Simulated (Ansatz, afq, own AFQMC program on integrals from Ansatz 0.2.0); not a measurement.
**SiH3⁺, triplet: AFQMC among the cluster methods**

```xyz
4

Si    0.0000    0.0592   -0.0689
H     0.0000   -1.0723   -0.7205
H     0.3844   -0.2885    1.3198
H    -0.3844   -0.2885    1.3198
```

Basis cc-pVDZ. Only valence electrons are correlated. AFQMC by an in-house program on the Cholesky factors that Ansatz 0.2.0 writes for its CCSD(T) run. ph-AFQMC/CISD is guided by a CISD state made of CCSD amplitudes; releasing the constraint for a short imaginary time cuts its bias at the price of noise, slowly where states lie close. Error bars are statistical, one sigma.

Determinant: UHF, the one that the program's search chose, which needn't be the lowest solution. The geometry is a point of a scan.

Full CI on the same integrals is exact in this basis and with this determinant's frozen core.

Cautions: lower spins were not checked; the released energies have errors that jump between times, so the bars are unsure, so no released level is given (meV from the phaseless value at times in 1/Eh: -13 ± 12 at 0.24, -2.4 ± 0.5 at 0.51, -3.4 ± 0.5 at 0.99, -5.2 ± 0.6 at 1.62, -5.4 ± 0.5 at 2.40), though the last usable value meets full CI within the noise.

The T1 diagnostic is 0.0132 and the weight of the determinant in the CISD state is 0.946. The ⟨S²⟩ of the determinant is 2.004 and the size of the correlated space is 6 electrons in 28 orbitals.

Reference: full CI, correlation energy -2.679 eV.

| level | E − E(reference) (kcal/mol) | share of correlation (%) |
| --- | --- | --- |
| HF | 61.78 | 0.00 |
| MP2 | 14.89 | 75.90 |
| CCSD | 1.38 | 97.77 |
| CCSD(T) | 0.33 | 99.46 |
| CCSDT | 0.02 | 99.97 |
| CCSDT(Q) | 0.00 | 100.00 |
| CCSDTQ | 0.00 | 100.00 |
| ph-AFQMC/CISD | 0.11 ± 0.02 | 99.82 |

CCSDT and higher add their correlation energy to the determinant of the CCSD(T) run, since their own runs factorise the integrals more tightly (a shift of under 2 meV). A walk keeps the symmetry of its determinant, which the program's search chose and which needn't be the lowest solution, so a lower state of the same spin and another symmetry isn't excluded.
